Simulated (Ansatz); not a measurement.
Process, species as SMILES: O=C=[CH] → 2 C atom + H atom + O atom
B3LYP-D3(BJ)/def2-TZVP geometries, fixed; electronic energies without zero-point terms.
Largest species:
```
C
O 1 1.1710
C 1 1.2878 2 170.77
H 3 1.0711 1 137.10 2 -180.00
```
Charge 0, spin multiplicity 2.

Basis-set convergence of the atomisation energy at CCSD(T) with Ansatz (an electronic-structure program). Cartesian d functions, on some or all atoms, in 6-31G*, 6-31+G*; all else is spherical. Cores are frozen. Open shells are unrestricted. No added dispersion term, no relativity. Functions are those of the species that has most. Reference: Hartree-Fock in cc-pVQZ plus the correlation part extrapolated as X^-3 from cc-pVTZ and cc-pVQZ, 417.74 kcal/mol, itself unsure by roughly 2.01 kcal/mol (a third of the extrapolation step and of the last Hartree-Fock step). Deviations are taken from unrounded values.

| basis | functions | atomisation energy (kcal/mol) | minus reference (kcal/mol) |
|---|---|---|---|
| 6-31G* | 47 | 384.41 | -33.33 |
| def2-SVP | 47 | 398.60 | -19.14 |
| pcseg-1 | 47 | 387.08 | -30.67 |
| 6-31+G* | 59 | 381.68 | -36.06 |
| aug-pcseg-1 | 78 | 390.88 | -26.86 |
| def2-TZVP | 99 | 403.90 | -13.84 |
| pcseg-2 | 104 | 407.18 | -10.57 |
| def2-TZVPD | 123 | 404.30 | -13.45 |
| jun-cc-pV(T+d)Z | 131 | 405.15 | -12.59 |
| aug-cc-pVTZ | 161 | 406.83 | -10.91 |
| cc-pVQZ | 195 | 412.78 | -4.96 |
| def2-QZVPP | 201 | 412.72 | -5.02 |
| pcseg-3 | 213 | 414.17 | -3.57 |
